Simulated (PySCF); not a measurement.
Compound: H5NOSi.
Numbering: `[NH2:1][SiH2:2][OH:3]` (hydrogens: H4, H5 on N1; H6, H7 on Si2; H8 on O3)

Method: PySCF 2.14.0, PBE0-D3(BJ)/def2-SVP geometry optimisation, gas phase; density fitting, grid level 1; the optimiser is geomeTRIC in internal coordinates, started from a GFN2-xTB structure with every atom displaced at random (about 0.01 Å).

Step 0: E = -11485.1704 eV
```
atom  x, y, z in Å  |  force x, y, z in eV/Å
N1      1.2242    0.0796    0.0380   -1.461   2.190  -0.566
Si2    -0.4432   -0.4249   -0.1070    1.111   0.394   0.126
O3     -1.4278    0.8583    0.1275   -0.484   0.993   0.347
H4      1.5174    0.9284   -0.4852   -0.318  -0.827   0.415
H5      1.9263   -0.5957   -0.0349    1.452  -1.410   0.014
H6     -0.9088   -0.8536   -1.4195   -0.114  -0.495  -0.578
H7     -0.5628   -1.4359    0.9385   -0.171  -0.697   0.305
H8     -1.2691    1.4262    0.8899   -0.015  -0.148  -0.064
```

Step 1: E = -11485.2946 eV
```
atom  x, y, z in Å  |  force x, y, z in eV/Å
N1      1.2154    0.1471    0.0498    0.096  -0.383  -0.113
Si2    -0.4324   -0.3901   -0.0935    0.045   0.075  -0.063
O3     -1.4228    0.9233    0.1607   -0.016  -0.054  -0.010
H4      1.4671    0.8556   -0.6337    0.089   0.101   0.002
H5      1.9438   -0.5725    0.0432   -0.228   0.225   0.133
H6     -0.8152   -0.9014   -1.4448   -0.091   0.074   0.021
H7     -0.6444   -1.4924    0.8925    0.094   0.003   0.061
H8     -1.2555    1.4127    0.9730    0.012  -0.041  -0.031
```

Step 2: E = -11485.3106 eV
```
atom  x, y, z in Å  |  force x, y, z in eV/Å
N1      1.2125    0.1406    0.0366   -0.054  -0.067  -0.219
Si2    -0.4358   -0.3889   -0.1074    0.070   0.013   0.031
O3     -1.4310    0.9162    0.1582   -0.033  -0.011  -0.018
H4      1.4924    0.8610   -0.6264    0.041  -0.018   0.069
H5      1.9395   -0.5705    0.0736   -0.056   0.053   0.111
H6     -0.8559   -0.8949   -1.4482   -0.030   0.047   0.006
H7     -0.6140   -1.4856    0.8934    0.053  -0.014   0.010
H8     -1.2516    1.4046    0.9674    0.009  -0.002   0.011
```

**Question.** Estimate the geometry and energy of step 3. (The exact step hangs on the optimiser's Hessian estimate; all steps are aligned on step 2, rigid shifts and turns removed.)

**Answer.** E = -11485.3250 eV, largest force 0.284 eV/Å
```
atom  x, y, z in Å  |  force x, y, z in eV/Å
N1      1.2040    0.1318    0.0041   -0.118   0.144  -0.214
Si2    -0.4420   -0.3861   -0.1263    0.053  -0.039   0.109
O3     -1.4453    0.9080    0.1593   -0.034   0.024   0.024
H4      1.5329    0.8579   -0.6268    0.009  -0.039   0.024
H5      1.9280   -0.5623    0.1380    0.084  -0.089   0.104
H6     -0.9116   -0.8812   -1.4526    0.028   0.005  -0.020
H7     -0.5620   -1.4817    0.8870   -0.021  -0.022  -0.041
H8     -1.2478    1.3961    0.9645    0.000   0.016   0.015
```

The energy changes by -0.0143 eV. The first-order estimate −F·Δx gives -0.0225 eV and the mean of the old and new forces, exact on a quadratic surface, -0.0150 eV. The step makes an angle of 52° with the force vector and moves no atom by more than 0.066 Å.

The cost below is that of the whole optimisation. Hardware: one thread, Arm Neoverse V1 (aarch64), no GPU, on a shared host. Cost: 13 s, 0.37 GiB resident at most.
